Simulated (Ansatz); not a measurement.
We consider rock-salt ZrC, described by PBE0-D3(BJ) (Ansatz, an electronic-structure program, PAW).

Run with plane-wave cutoff 460 eV, 10×10×10 k mesh, Fermi–Dirac smearing 0.05 eV, scalar-relativistic PAW data made under PBE.

Pressure at four volumes; x = ln(V/12.586 Å³). One pressure is withheld.

```csv
V (Å³/atom),x,P (GPa)
11.956,-0.0514,?
12.271,-0.0253,6.94
12.586,0.0000,0.25
13.215,0.0488,-10.88
```

Question: Pass a parabola P(x) through the three rows shown, estimate the bulk modulus and its pressure derivative near zero pressure, and predict the withheld pressure.

Answer: Slopes between the rows: (0.25 − (6.94))/(0.0000 − (-0.0253)) = -264.43 and (-10.88 − (0.25))/(0.0488 − (0.0000)) = -228.07 GPa. Their difference over the span 0.0741 is c = 36.36/0.0741 = 490.7 GPa, so P(x) = 6.94 + (-264.43)(x − (-0.0253)) + 490.7 (x − (-0.0253))(x − (0.0000)). At the middle row B = −dP/dx = −[-264.43 + 490.7 × 0.0253] = 252.0 GPa, and B′ = dB/dP = 2c/B = 3.9. At x = -0.0514 the parabola gives 14.50 GPa; the run gives 14.51 GPa. The Birch–Murnaghan fit to the energies at all volumes has B0 = 250 GPa and B′ = 4.0.

Measured, for comparison: bulk modulus 223 GPa (temperature not stated, not corrected to a static lattice, from single-crystal elastic constants, our sources range from 208 to 223; as tabulated in arXiv:1102.4063). Computed (rounded) less measured: bulk modulus +12 % (+12 % to +20 % over the range).
